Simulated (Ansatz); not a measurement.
The input, for Ansatz 0.2.0:

```yaml
crystal:
  periodic: [false, false, false]
  atoms:
    - {symbol: Al, position_ang: [-0.235572, 0.000000, 0.108543]}
    - {symbol: C, position_ang: [0.151207, 0.000000, -1.775699]}
    - {symbol: H, position_ang: [0.084365, 0.000000, 1.667156]}
basis:
  gaussian: {orbitals: 6-31G}
magnetization: {spin_polarized: true, initial_magnetization: 0}
correlation: {method: ccsdt_q, electrons: outside_noble_gas}
```

```sh
$ ansatz run in.yaml --threads 1 --pin off --events-out ev --progress --plain --max-ram 2393MiB
```

Log:

```
505 factors; integrals over basis functions are off by at most 1.5e-7 eV
mean field evaluation 1: about -7620.1481 eV, gradient 7.9e0 eV
mean field evaluation 2: about -7620.1495 eV, gradient 7.9e0 eV
mean field evaluation 4: about -7620.7677 eV, gradient 1.3e0 eV
mean field evaluation 8: about -7620.8058 eV, gradient 1.6e-2 eV
mean field evaluation 16: about -7620.9627 eV, gradient 1.0e0 eV
mean field evaluation 32: about -7622.2468 eV, gradient 6.3e-2 eV
mean field evaluation 64: about -7621.4939 eV, gradient 1.5e-1 eV
mean field evaluation 96: about -7622.2466 eV, gradient 7.8e-2 eV
mean field evaluation 128: about -7621.4011 eV, gradient 2.9e-6 eV
mean field evaluation 160: about -7619.4808 eV, gradient 7.8e0 eV
...
mean field -7622.24735985 eV, -280.1124239295 hartree, gradient 2.6e-6 eV, S^2 1.495548; 27 other end points of the search recorded, 0 dependent functions left out
determinant -7622.24735985 eV, -280.1124239295 hartree, with singles and doubles -7625.30552361 eV, -280.2248093749 hartree
determinant -7621.98825570 eV, -280.1029020276 hartree, with singles and doubles -7625.26916397 eV, -280.2234731829 hartree
determinant -7621.82716841 eV, -280.0969821791 hartree, with singles and doubles -7625.28788265 eV, -280.2241610817 hartree
determinant -7621.65279130 eV, -280.0905739386 hartree, with singles and doubles -7624.82548252 eV, -280.2071681903 hartree
determinant -7621.49513491 eV, -280.0847801729 hartree, with singles and doubles -7624.80632677 eV, -280.2064642295 hartree
determinant -7621.40109617 eV, -280.0813243131 hartree, with singles and doubles -7624.64929513 eV, -280.2006934232 hartree
determinant -7621.27939090 eV, -280.0768517268 hartree, with singles and doubles -7624.77464619 eV, -280.2052999894 hartree
determinant -7620.88246957 eV, -280.0622651370 hartree, with singles and doubles -7624.71177316 eV, -280.2029894482 hartree
determinant -7620.80580205 eV, -280.0594476577 hartree, with singles and doubles -7624.69859074 eV, -280.2025050033 hartree
determinant -7622.24735985 eV, -280.1124239295 hartree, with singles and doubles -7625.43755029 eV, -280.2296612660 hartree
determinant -7621.98825570 eV, -280.1029020276 hartree, with singles and doubles -7625.40754760 eV, -280.2285586876 hartree
determinant -7621.82716841 eV, -280.0969821791 hartree, with singles and doubles -7625.38535306 eV, -280.2277430532 hartree
determinant -7621.65279130 eV, -280.0905739386 hartree, with singles and doubles -7624.88511999 eV, -280.2093598268 hartree
determinant -7621.49513491 eV, -280.0847801729 hartree, with singles and doubles -7624.89627301 eV, -280.2097696928 hartree
determinant -7621.27939090 eV, -280.0768517268 hartree, with singles and doubles -7624.77134737 eV, -280.2051787603 hartree
6 core orbitals not correlated: weight in the atoms' cores, before any rotation towards them, 1.000 or more for the frozen orbitals, at most 0.000 for the correlated occupied ones
reference -7622.24735985 eV, -280.1124239295 hartree; 4, 4 occupied and 14, 14 virtual orbitals, 505 factors
second order -1.84715577 eV of doubles, -0.00000000 eV of singles
...
cycle  48  -3.71112231 eV  change    3.2e-7 eV  update   4.3e-7
cycle  49  -3.71112205 eV  change    2.6e-7 eV  update   3.8e-7
cycle  50  -3.71112182 eV  change    2.4e-7 eV  update   3.7e-7
cycle   1  -3.71112175 eV  update   3.5e-7
cycle   2  -3.71112142 eV  change    3.3e-7 eV  update   3.0e-7
cycle   3  -3.71112079 eV  change    6.3e-7 eV  update   2.5e-7
cycle   4  -3.71112012 eV  change    6.7e-7 eV  update   1.9e-7
cycle   5  -3.71111970 eV  change    4.2e-7 eV  update   1.4e-7
cycle   6  -3.71111945 eV  change    2.5e-7 eV  update   1.1e-7
cycle   7  -3.71111926 eV  change    1.9e-7 eV  update   7.3e-8
perturbative correction -0.11042566 eV, -0.0040580683 hartree
WARN: the results are in doubt because among natural orbitals full CI differs from the method by +1.088 eV
Total energy: -7626.06890477 eV, -280.2528631152 hartree
In doubt: among natural orbitals full CI differs from the method by +1.088 eV
```

The determinant's ⟨S²⟩ is 1.50 against 0.00 for a pure state. The T1 diagnostic is 0.134.

Ran on 1 thread of Arm Neoverse V2, shared host: 8.5 s wall, 0.14 GiB peak host memory.
